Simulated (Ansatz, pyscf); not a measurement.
silicon monoxide (O=Si:) [singlet] + hydrogen fluoride (HF) → HO–Si:–F [singlet], an addition across a multiple bond or ene-type step on the singlet surface: F–H broken, F–Si, H–O formed. PySCF, gas phase, ωB97X-D3(BJ)/def2-SVP geometries. Wave-function energies: Ansatz (an electronic-structure program), frozen core, RHF or UHF references. In kcal/mol, from the separated reactants.

```tsv
level	barrier	reaction energy
ωB97M-D3(BJ)/def2-TZVP	-3.71	-51.11
PBE0-D3(BJ)/def2-TZVP	-5.33	-52.52
CCSD(T)/cc-pV(D+d)Z	0.55	-40.97
CCSDT(Q)/cc-pV(D+d)Z	___	___
CCSD(T)/cc-pV(T+d)Z	0.28	-46.82
CCSD(T)/cc-pV(Q+d)Z	___	-48.48
```

Question: What belongs in the gaps?

Answer: 
- CCSDT(Q)/cc-pV(D+d)Z, barrier: 0.73
- CCSDT(Q)/cc-pV(D+d)Z, reaction energy: -40.36
- CCSD(T)/cc-pV(Q+d)Z, barrier: 0.18

In cc-pV(D+d)Z, going from CCSD(T) to CCSDT(Q) shifts the barrier by +0.17 and the reaction energy by +0.60 kcal/mol. With HF in the quadruple-zeta basis and the correlation energy extrapolated as X⁻³ from X = 3, 4, CCSD(T) gives -0.24 and -49.24; adding the double-zeta shift gives ΔE‡ = -0.06 and ΔE = -48.63 kcal/mol, without core correlation, relativity or geometry relaxation at these levels. On the reactant side the descent ends in a bound adduct, 8.62 kcal/mol under the separated species and 4.65 kcal/mol under the saddle at ωB97X-D3(BJ)/def2-TZVP. At ωB97M-D3(BJ)/def2-TZVP, PBE0-D3(BJ) the saddle lies under the separated reactants, which points to a path from their complex (located at ωB97X-D3(BJ) alone). At ωB97X-D3(BJ)/def2-TZVP the barrier from the zero used here is -3.97 kcal/mol. This is the saddle that the search found; another between the same sides may lie lower.
